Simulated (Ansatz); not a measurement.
## NH, triplet: reading a ladder of total energies

Geometry: MP2(full)/6-31G*, from the G2/97 set.

```xyz
2

N     0.0000    0.0000    0.0000
H     0.0000    0.0000    1.0394
```

Basis cc-pVQZ; Ansatz 0.2.0. Correlated methods freeze the noble-gas cores, which leaves 6 electrons in 84 orbitals. Prefix R: restricted or restricted open-shell reference; prefix U: unrestricted.

Full CI isn't at hand for all of this; UCCSDT(Q) serves as the reference, and is uncertain by about the last step of the cluster series.

Runs differ by some tens of microhartree through their thresholds and, for an open shell, their frozen cores, so steps under 0.03 kcal/mol mean nothing.

```json
{"level": "UHF", "total energy (hartree)": "-54.985049"}
{"level": "UMP2", "total energy (hartree)": "-55.132748"}
{"level": "UCCSD", "total energy (hartree)": "-55.150098"}
{"level": "UCCSD(T)", "total energy (hartree)": "-55.154575"}
{"level": "UCCSDT", "total energy (hartree)": "-55.155026"}
{"level": "UCCSDT(Q)", "total energy (hartree)": "-55.155145"}
```

Question: What is the correlation energy at UCCSDT(Q), and what share of it do UMP2 and UCCSD(T) recover?

Answer: E(corr) = -55.155145 − (-54.985049) = -0.170096 hartree = -4.629 eV. UMP2: -0.147699 / -0.170096 = 86.83 %. UCCSD(T): -0.169526 / -0.170096 = 99.66 %.

Question: By how many kcal/mol does UCCSD(T) miss UCCSDT(Q) (1 hartree = 627.509 kcal/mol), and which steps make up the rest?

Answer: -55.154575 − (-55.155145) = 0.000570 hartree = 0.36 kcal/mol. Steps: UCCSDT − UCCSD(T) = -0.28, UCCSDT(Q) − UCCSDT = -0.07 kcal/mol. That is within 1 kcal/mol of the reference in this basis, which itself misses far more of the correlation at the basis-set limit.
